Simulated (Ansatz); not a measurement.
# C2FO− (SMILES [O-]C#CF): functionals against CCSD(T) at one geometry

Aim: energy, forces and dipole at a structure displaced at random from a GFN2-xTB minimum, from CCSD(T) and from density functionals.

Program: Ansatz 0.2.0, Gaussian basis. Level of theory: single points in def2-TZVPPD. These are calculated values, not measurements.

Cores are frozen in the correlated methods.

## (1) The system as given

SMILES `[O-]C#CF`, 4 atoms, charge -1, spin multiplicity 1.

Atoms are counted from 1 here; the program's logs count them from 0.

Bond lengths: O1–C2 1.039 Å, C2–C3 1.372 Å, C3–F4 1.384 Å. Angles: O1–C2–C3 146.9°, C2–C3–F4 129.3°.

Coordinates:

```xyz
4

O     0.94130   -0.74220    1.23830
C     0.26590   -0.42440    0.51580
C    -0.11200    0.57550   -0.34380
F    -1.11540    0.57900   -1.29690
```

## (2) CCSD(T)/def2-TZVPPD

Contents of run/in.yaml:

```yaml
crystal:
  periodic: [false, false, false]
  atoms:
    - {symbol: O, position_ang: [0.941300, -0.742200, 1.238300]}
    - {symbol: C, position_ang: [0.265900, -0.424400, 0.515800]}
    - {symbol: C, position_ang: [-0.112000, 0.575500, -0.343800]}
    - {symbol: F, position_ang: [-1.115400, 0.579000, -1.296900]}
basis:
  gaussian: {orbitals: "def2-TZVPPD.json"}
total_charge: -1
correlation: {method: ccsd_t}
output: {forces: true}
```

The basis file named in the input lies beside it (Basis Set Exchange, JSON).

No record of the launch command was kept for these runs.

## (3) PBE0-D4/def2-TZVPPD

run/in.yaml: that of step 2 with these lines changed.

```diff
@@ -10,3 +10,3 @@
 total_charge: -1
-correlation: {method: ccsd_t}
-output: {forces: true}
+hamiltonian: {xc: pbe0, dispersion: d4}
+output: {forces: true, orbitals: {seedname: orbitals}}
```

## (4) wB97M-V/def2-TZVPPD

run/in.yaml: that of step 3 with these lines changed.

```diff
@@ -10,3 +10,3 @@
 total_charge: -1
-hamiltonian: {xc: pbe0, dispersion: d4}
-output: {forces: true, orbitals: {seedname: orbitals}}
+hamiltonian: {xc: {name: wB97M-V}}
+output: {forces: true}
```

## (5) r2SCAN-D4/def2-TZVPPD

run/in.yaml: that of step 4 with these lines changed.

```diff
@@ -10,3 +10,3 @@
 total_charge: -1
-hamiltonian: {xc: {name: wB97M-V}}
+hamiltonian: {xc: r2scan, dispersion: d4}
 output: {forces: true}
```

## (6) PBE-D4/def2-TZVPPD

run/in.yaml: that of step 5 with these lines changed.

```diff
@@ -10,3 +10,3 @@
 total_charge: -1
-hamiltonian: {xc: r2scan, dispersion: d4}
+hamiltonian: {xc: pbe, dispersion: d4}
 output: {forces: true}
```

## (7) B97M-V/def2-TZVPPD

run/in.yaml: that of step 6 with these lines changed.

```diff
@@ -10,3 +10,3 @@
 total_charge: -1
-hamiltonian: {xc: pbe, dispersion: d4}
+hamiltonian: {xc: {name: B97M-V}}
 output: {forces: true}
```

## (8) BHLYP-D4/def2-TZVPPD

run/in.yaml: that of step 7 with these lines changed.

```diff
@@ -10,3 +10,3 @@
 total_charge: -1
-hamiltonian: {xc: {name: B97M-V}}
+hamiltonian: {xc: {name: BHLYP}, dispersion: d4}
 output: {forces: true}
```

(Steps that only read results are left out.)

Before running it: what results should come out? Wanted: RMS force component; RMS force error; HOMO and LUMO, PBE0-D4; T1 diagnostic.

The runs gave:

```
              quantity                                                                                           value
   RMS force component                                                           9.547 to 10.539 eV/Å over the methods
       RMS force error  PBE0-D4 0.510, wB97M-V 0.540, r2SCAN-D4 0.285, PBE-D4 0.125, B97M-V 0.496, BHLYP-D4 1.051 eV/Å
HOMO and LUMO, PBE0-D4                                                                                1.14 and 4.18 eV
         T1 diagnostic                                                                                           0.020
```

In words: For forces PBE-D4 does best and BHLYP-D4 worst. Frozen-core CCSD(T) forces in triple zeta carry basis errors of their own, and this is one geometry, so small gaps rank nothing.
